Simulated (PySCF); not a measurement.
## Vibration and rotation of OH

UHF-CCSD(T) constants of OH, ²Π (doublet), unpaired electrons π ↑ (PySCF, no relativity, basis sets H def2-TZVPPD, O def2-TZVPPD; masses 1.0078 and 15.9949 u):

* ωe: 3731.0 cm⁻¹
* ωexe: 85.3 cm⁻¹
* Be: 18.831 cm⁻¹
* αe: 0.727 cm⁻¹
* D (centrifugal): 0.00192 cm⁻¹
* De to H + O: 4.52 eV

Question: Give the vibrational terms G(v) and spacings up to v = 5.

Answer: G(v) = ωe(v+½) − ωexe(v+½)².

```json
{"v": "0", "G(v) (cm⁻¹)": "1844", "G(v) − G(v−1)": "", "Bv (cm⁻¹)": "18.47"}
{"v": "1", "G(v) (cm⁻¹)": "5405", "G(v) − G(v−1)": "3560", "Bv (cm⁻¹)": "17.74"}
{"v": "2", "G(v) (cm⁻¹)": "8794", "G(v) − G(v−1)": "3390", "Bv (cm⁻¹)": "17.01"}
{"v": "3", "G(v) (cm⁻¹)": "12014", "G(v) − G(v−1)": "3219", "Bv (cm⁻¹)": "16.29"}
{"v": "4", "G(v) (cm⁻¹)": "15062", "G(v) − G(v−1)": "3049", "Bv (cm⁻¹)": "15.56"}
{"v": "5", "G(v) (cm⁻¹)": "17940", "G(v) − G(v−1)": "2878", "Bv (cm⁻¹)": "14.83"}
```

Question: How well does the Morse estimate ωe²/(4ωexe) reproduce De, and what is D0?

Answer: It gives 5.06 eV, 112 % of the computed De. D0 = De − G(0) = 4.52 − 0.23 = 4.29 eV.

Correlated steps freeze 1 core orbital. The state was picked by a PBE0 search and need not be the measured ground state.
